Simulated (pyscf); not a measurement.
Structures and frequencies: ωB97X-D3(BJ)/def2-SVP in PySCF.

Task: For ethane (H₃C–CH₃) + [H₃C–Zn]• -> H₃C–Zn–CH₃ + methyl (CH₃•), a substitution at C (doublet surface; C–C broken, C–Zn formed), PBE/def2-TZVP gives ΔE‡ = 43.5 kcal/mol and ΔE = +23.5 kcal/mol (zero: the separated reactants). In which direction and how far do B3LYP-D3(BJ)/def2-TZVP, PBE0-D3(BJ)/def2-TZVP, ωB97M-D3(BJ)/def2-TZVP move these?

Result: B3LYP-D3(BJ): ΔE‡ = 47.8 kcal/mol, ΔE = +23.6 kcal/mol; PBE0-D3(BJ): ΔE‡ = 48.6 kcal/mol, ΔE = +23.5 kcal/mol; ωB97M-D3(BJ): ΔE‡ = 52.3 kcal/mol, ΔE = +22.8 kcal/mol. PBE's barrier lies under all of them, by 4.4 to 8.8 kcal/mol. Its reaction energy matches one of them and lies within 0.7 kcal/mol of the others. Low barriers are usual for a GGA, whose delocalisation error favours stretched bonds. This is the saddle that the search found; another between the same sides may lie lower. The angle at the attacked C is 180°. Elements up to Kr have no core potential and no relativistic terms here.
